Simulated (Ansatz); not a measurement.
`C/N=C/OC` → `CCNC=O`  (isomerisation)

Isolated molecules relaxed with PBE0-D4/def2-TZVP in Ansatz; ΔE leaves out vibrations. CBS: MP2 limit from def2 TZ/QZ plus the TZ coupled-cluster correction, frozen cores. One conformer a species, not always the lowest.

| species | HF/CBS(def2) energy (Eh) |
| --- | --- |
| `C/N=C/OC` | -247.07871 |
| `CCNC=O` | -247.11610 |

(1) Work out ΔE.

Largest T1 diagnostic among the species: 0.014.

## Answers

(1) ΔE = (-247.11610) − (-247.07871) = -0.03739 Eh = -98.2 kJ/mol. CCSD(T)/CBS gives -99.5 kJ/mol.

From BLYP to BHLYP (50 % exact exchange), in def2-TZVPP and without D4, ΔE moves by −3.7 kJ/mol. Leaving LDA and LC-ωPBE aside and taking each functional with its dispersion term where it has one, the values, not all of them listed here, spread over 7.8 kJ/mol, from PBE-QIDH to BLYP-D4.
